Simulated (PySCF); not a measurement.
Here is a computed CAM-B3LYP/def2-SVP geometry (Å):
```
atom  x, y, z in Å
N1     2.1005    0.2092   -0.0540
C2     0.7415    0.0131   -0.0826
C3    -0.0331   -0.6004    0.8524
C4    -1.4533   -0.5566    0.5468
C5    -1.7898    0.0850   -0.5937
P6    -0.2963    0.5745   -1.4948
H7     2.6281   -0.3169    0.6328
H8     2.5772    0.3198   -0.9395
H9     0.3636   -1.0778    1.7516
H10   -2.1897   -1.0304    1.2024
H11   -2.8013    0.1756   -0.9887
H12   -0.2515    1.9694   -1.2025
```

Charge 0, singlet.

(1) Read off the bonds between heavy atoms and their formal orders.

(2) Which species is it?

(3) Which rings does it hold (smallest set)?

(4) Classify the heavy atoms.

(5) What is the arrangement about C2?

(6) What is the arrangement about P6?

Answers

(1) N1–C2 1.37 Å (single); C2–C3 1.36 Å (aromatic); C3–C4 1.45 Å (aromatic); C4–C5 1.35 Å (aromatic); C5–P6 1.81 Å (aromatic); C2–P6 1.84 Å (aromatic). Bonds to hydrogen (Å): N1–H7 1.01; N1–H8 1.01; C3–H9 1.09; C4–H10 1.09; C5–H11 1.09; P6–H12 1.43. The orders are those of one drawing; other resonance forms can be drawn. The aromatic marks follow RDKit's electron count.

(2) `Nc1ccc[pH]1`, C4H6NP.

(3) C2–C3–C4–C5–P6 (5 members, 0.03 Å rms from planarity).

(4) N1: nitrogen bonded to C and 2 H; C2: unsaturated ring carbon; C3: unsaturated ring CH carbon; C4: unsaturated ring CH carbon; C5: unsaturated ring CH carbon; P6: ring phosphorus.

(5) It has 3 neighbours (N1, C3, P6) and is planar (angles 127.8°, 122.0° and 110.1°, sum 360.0°, 0.00 Å off the plane of its three neighbours).

(6) It has 3 neighbours (C5, C2, H12) and is pyramidal (angles 100.9°, 97.1° and 90.0°, sum 288.0°, 0.84 Å off the plane of its three neighbours).
